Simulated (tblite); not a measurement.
# FH3S: the cost of one run

Programs: tblite 0.8.0 and PySCF 2.14.0. All values are calculated, for the isolated system unless a continuum is named. Atoms count from 0, parts from 1.

## (1) Starting point

5 atoms, charge 0, multiplicity 1; geometry: rigid parts in contact. Parts: 1 = atoms 0–1, `F`, charge 0; 2 = atoms 2–4, `S`, charge 0.

## (2) Docking the parts with GFN2-xTB

Job settings and geometry (Å):

```
{"job": {"kind": "dock", "xc": "GFN2-xTB", "basis": "xTB"}, "charge": 0, "multiplicity": 1, "parts": [{"atoms": "0-1", "charge": 0, "multiplicity": 1}, {"atoms": "2-4", "charge": 0, "multiplicity": 1}]}
F      0.465960    -0.003631     0.015048
H     -0.465960     0.003631    -0.015048
S     -0.218620     0.492754     2.526295
H     -0.456883     0.424504     3.829682
H      0.568452     1.551348     2.669767
```

Level: GFN2-xTB search for minima from random contacts, gas phase.

The run is started by

```bash
$ OMP_NUM_THREADS=1 python cluster_run.py task.json out
```

The driver reads the jobs from task.json and runs them one after another.

**Question.** How long does this first job take on 1 thread of Intel Xeon Platinum 8259CL at 2.50GHz, shared host?

About 1.1 s.
